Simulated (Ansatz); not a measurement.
[BClH3]- (BH3Cl⁻), 5 atoms. Hardware: 4 threads of Arm Neoverse V1 on a shared host.

Correlated methods freeze 6 core orbitals.

(1) How many basis functions does each of these Ansatz runs have, and roughly what does it cost? HF/6-31G, charge -1 singlet, energy; BLYP-D4/def2-TZVPD, charge -1 singlet, energy, from earlier orbitals; r2SCANh-D4/def2-TZVPD, charge -1 singlet, energy, from earlier orbitals; PBE0-D4/def2-TZVPD, charge -1 singlet, energy, from earlier orbitals; PBE-D4/def2-SVPD, charge -1 singlet, energy, from earlier orbitals; CCSD(T)/def2-TZVPPD, charge -1 singlet, energy, from earlier orbitals; PBE-D4/def2-TZVPD, charge 0 doublet at the geometry of the charge -1 singlet, energy, from earlier orbitals; B2PLYP/def2-TZVPD, charge -1 singlet, energy, from earlier orbitals; r2SCAN-D4/def2-TZVPD, charge -1 singlet, energy, from earlier orbitals; RPA@PBE/def2-TZVPD, charge -1 singlet, energy, from earlier orbitals; BHLYP-D4/def2-TZVPD, charge -1 singlet, energy, from earlier orbitals; r2SCAN0-D4/def2-TZVPD, charge -1 singlet, energy, from earlier orbitals.

Results:

(1) Other jobs shared the machine, so times can vary by a factor of up to 3. A dash marks memory too small to be measured apart from the calling script's.

| run | functions | fitting or Cholesky vectors | wall time | peak host memory (GiB) |
| --- | --- | --- | --- | --- |
| HF/6-31G, charge -1 singlet, energy | 28 | 362 | 0.1 s | – |
| PBE-D4/def2-SVPD, charge -1 singlet, energy, from earlier orbitals | 71 | 627 | 0.35 s | – |
| BLYP-D4/def2-TZVPD, charge -1 singlet, energy, from earlier orbitals | 110 | 598 | 0.65 s | – |
| PBE0-D4/def2-TZVPD, charge -1 singlet, energy, from earlier orbitals | 110 | 626 | 0.65 s | – |
| BHLYP-D4/def2-TZVPD, charge -1 singlet, energy, from earlier orbitals | 110 | 688 | 0.7 s | – |
| RPA@PBE/def2-TZVPD, charge -1 singlet, energy, from earlier orbitals | 110 | 732 | 0.95 s | – |
| B2PLYP/def2-TZVPD, charge -1 singlet, energy, from earlier orbitals | 110 | 732 | 1 s | – |
| r2SCAN-D4/def2-TZVPD, charge -1 singlet, energy, from earlier orbitals | 110 | 598 | 1.1 s | – |
| r2SCANh-D4/def2-TZVPD, charge -1 singlet, energy, from earlier orbitals | 110 | 598 | 1.2 s | – |
| r2SCAN0-D4/def2-TZVPD, charge -1 singlet, energy, from earlier orbitals | 110 | 626 | 1.3 s | – |
| PBE-D4/def2-TZVPD, charge 0 doublet at the geometry of the charge -1 singlet, energy, from earlier orbitals | 110 | 598 | 1.7 s | – |
| CCSD(T)/def2-TZVPPD, charge -1 singlet, energy, from earlier orbitals | 139 | 789 | 2.2 s | 0.56 |
